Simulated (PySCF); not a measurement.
# Bond curve of NaH

Set-up: PySCF, no relativity, basis sets Na aug-cc-pVDZ, H aug-cc-pVDZ. Energies in eV from Na + H in their ground configurations at the same level. State: ¹Σ⁺ (singlet), closed shell.

```tsv
R (Å)	PBE0
1.625	-1.510
1.700	-1.633
1.776	-1.704
1.832	-1.731
1.889	-1.739
1.946	-1.732
2.021	-1.702
2.116	-1.642
2.229	-1.544
2.380	-1.388
```

Problem. Put a parabola through the three lowest points of the PBE0 curve and estimate Re, k and ωe (reduced mass 0.9655 u; 1 eV/Å² = 0.16022 mdyn/Å; ωe = 1302.8·√(k/μ) cm⁻¹).

Solution. Through R = 1.832, 1.889, 1.946 Å the second-order coefficient is 2.31 eV/Å², so Re ≈ 1.891 Å, k ≈ 0.740 mdyn/Å and ωe ≈ 1140 cm⁻¹. A polynomial fit of higher order to the unrounded PBE0 energies gives Re = 1.888 Å, k = 0.776 mdyn/Å, ωe = 1168 cm⁻¹; anharmonicity and rounding make the difference.

The higher-order fit for each curve: PBE0: Re = 1.888 Å, ωe = 1168 cm⁻¹, De = 1.74 eV.
